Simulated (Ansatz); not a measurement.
Born–Oppenheimer molecular dynamics of AlH3O (5 atoms, charge 0, multiplicity 1). It goes on from the last frame of an earlier run, with new velocities.

All numbers below come from RKS PBE0/cc-pVDZ in Ansatz.

```yaml
ensemble: NVT, Langevin thermostat
time_step: 0.5 fs
steps_asked: 100
set_temperature: 700 K
friction: 0.05 /fs
seed: 174265
```

First frame:

```xyz
5
Properties=species:S:1:pos:R:3
Al -0.040 -0.024 -0.035
O -0.022 -0.124 1.693
H -0.700 -0.170 2.377
H 1.450 0.050 -0.551
H -1.383 0.000 -1.022
```

Task: How far do the bonds stretch over the last three quarters of this one trajectory? (Pairs bonded in most of those frames.)

Result: 
| bond | mean (Å) | spread (Å) | shortest | longest |
| --- | --- | --- | --- | --- |
| Al1–O2 | 1.750 | 0.018 | 1.72 | 1.78 |
| Al1–H4 | 1.595 | 0.053 | 1.51 | 1.72 |
| Al1–H5 | 1.595 | 0.039 | 1.53 | 1.66 |
| O2–H3 | 0.969 | 0.019 | 0.93 | 1.01 |

Mean temperature of the second half: 442 K. The mean temperature of the second half is 37 % below the set value. A run of 0.05 ps of so small a system gives no equilibrium averages.

The run took 82 s on 1 thread of Arm Neoverse V2, on a shared host, peak memory 0.083 GiB.
